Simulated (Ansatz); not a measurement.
```csv
atom,x (Å),y (Å),z (Å)
C,1.2037,0.2273,0.0701
O,0.0917,-0.5412,-0.0399
C,-1.1393,0.1682,0.0137
H,-1.9337,-0.5645,-0.1211
H,2.1239,-0.3316,-0.0266
H,1.1434,1.2700,-0.2307
H,-1.2599,0.6669,0.9816
H,-1.1940,0.9159,-0.7872
```

Basis set: pcseg-2 (spherical functions). Charge 0, multiplicity 2.

Computed with Ansatz (development build ahead of 0.2.0); each method stands on the lowest determinant of its kind that the runs found. Restricted functionals stand beside restricted open-shell atoms, which can lie above the unrestricted atoms usual in DFT and then raise those values.

The atomization energy at this shape (free ground-state atoms in the same class of orbitals less the molecule, no zero-point energy) of doublet C₂H₅O:

| method | atomization energy |
| --- | --- |
| PBE0 (unrestricted) | 697.85 kcal/mol |
| PBE (restricted open-shell) | 714.16 kcal/mol |

**Question.** What does PBE (unrestricted) give?

**Answer.** 711.65 kcal/mol.

The shape needn't be a minimum at these levels.
